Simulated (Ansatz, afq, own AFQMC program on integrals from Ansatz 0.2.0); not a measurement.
B$_{2}$H, doublet: AFQMC among the cluster methods

```xyz
3

B     0.0000    0.0000    0.6969
B     0.0000    0.0000   -2.5711
H     0.0000    0.0000    1.8743
```

Connectivity, by distances: BH ··· B.

Basis 6-31G. Noble-gas cores (and the filled d shells of Ga–Kr and In–Xe) are frozen. Integrals, coupled cluster, full CI and functionals: Ansatz 0.2.0; the random walks run on the same integrals in our own AFQMC program. The CISD trial takes its coefficients from CCSD amplitudes. Released means that phaseless walkers are propagated on without the constraint, phases kept. ± is one standard error of the sampling.

Determinant: UHF, the one that the program's search chose, which needn't be the lowest solution. The geometry is a point of a scan.

Full CI on the same integrals is exact in this basis and with this determinant's frozen core.

Cautions: strong correlation (T1 0.117, weight of the determinant 0.71, largest double 0.13); unrestricted determinant spin contaminated (⟨S²⟩ 1.20 against 0.75); the released energy hasn't reached full CI (17 meV above it at 2.40 1/Eh), so no released level is given (meV from the phaseless value at times in 1/Eh: -7 ± 4 at 0.24, -7 ± 3 at 0.51, -15 ± 3 at 0.99, -18.2 ± 2.1 at 1.62, -17 ± 4 at 2.40).

The T1 diagnostic is 0.1169 and the weight of the determinant in the CISD state is 0.713. The ⟨S²⟩ of the determinant is 1.200 and the size of the correlated space is 7 electrons in 18 orbitals.

Reference: full CI, correlation energy -2.698 eV. The cautions show a poor starting determinant, so the rows tell how each method copes with it here, and full CI is the sure value.

```
        level  E − E(reference) (kcal/mol)  share of correlation (%)
           HF                        62.21                      0.00
          MP2                        28.81                     53.68
         CCSD                         1.48                     97.62
      CCSD(T)                         0.63                     98.99
        CCSDT                         0.09                     99.85
     CCSDT(Q)                         0.04                     99.94
       CCSDTQ                         0.00                    100.00
ph-AFQMC/CISD                  0.77 ± 0.07                     98.76
```

CCSDT and higher add their correlation energy to the determinant of the CCSD(T) run, since their own runs factorise the integrals more tightly (a shift of under 2 meV).
